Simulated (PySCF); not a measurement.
Cost against result

Saddle point of C2H8Si, singlet (C₂H₈Si (C[SiH2]C) → CH₄Si ([CH3][SiH]) + CH₄; bonds formed: C2–H3; bonds broken: Si1–C2, Si1–H3), PBE0-D4/def2-TZVP structure:

```
11
angstrom
Si -1.1537 0.2068 -0.2423
C 0.4262 -1.3804 -0.2096
H -0.5999 -0.8640 -1.1687
H -1.6909 -0.4189 1.0007
C 0.0575 1.5862 0.1936
H -0.0034 -2.3595 -0.0095
H 1.1329 -1.4242 -1.0388
H 0.9260 -0.9851 0.6729
H 0.7681 1.7236 -0.6256
H -0.4795 2.5300 0.3161
H 0.6167 1.3859 1.1113
```

Barriers are electronic and count from the start structure reached by relaxing down the imaginary mode.

PySCF 2.14 with density fitting (its default auxiliary sets; JK sets also for MP2 and CCSD(T)); basis: as named in each row; cores frozen in the correlated methods. B3LYP uses VWN-RPA correlation. Extrapolation: Hartree–Fock as exp(−7.88 √X), correlation as X^−2.97.

Times are rough, for one single point on 4 threads of a shared host (Arm Neoverse V2).

The estimate by CCSD(T) at an estimated basis limit (MP2 extrapolated from triple and quadruple zeta, plus CCSD(T) − MP2 in triple zeta) is 75.16 kcal/mol.

```
   method       basis  time (s)  barrier (kcal/mol)  method less estimate
       HF      STO-3G   under 1              130.18                 55.03
 B3LYP-D4       6-31G         3               69.82                 -5.34
  PBE0-D4    def2-SVP         4               72.80                 -2.36
   PBE-D4    def2-SVP         4               66.17                 -8.98
      MP2  def2-QZVPP         6               76.44                  1.29
    SPW92  def2-TZVPP        10               64.32                -10.84
  PBE0-D4  def2-TZVPP        12               72.83                 -2.33
   PBE-D4  def2-TZVPP        13               66.26                 -8.89
 B3LYP-D4  def2-TZVPP        13               73.48                 -1.68
 BHLYP-D4  def2-TZVPP        13               81.29                  6.14
  CCSD(T)    def2-SVP        26               76.08                  0.92
r2SCAN-D4  def2-TZVPP        32               71.52                 -3.63
  wB97M-V  def2-TZVPP       180               75.96                  0.80
  CCSD(T)  def2-TZVPP       400               75.46                  0.30
```

All methods are single points on the PBE0-D4 structures.

T1 diagnostic: at most 0.014. The restricted Hartree–Fock reference is unstable towards an unrestricted one at one or more of these structures.

Losses and insertions of silylenes and their heavier kin drive the gas-phase chemistry of silicon and germanium vapour deposition.

Labels in which every atom is bracketed show which atoms are joined, not bond orders.
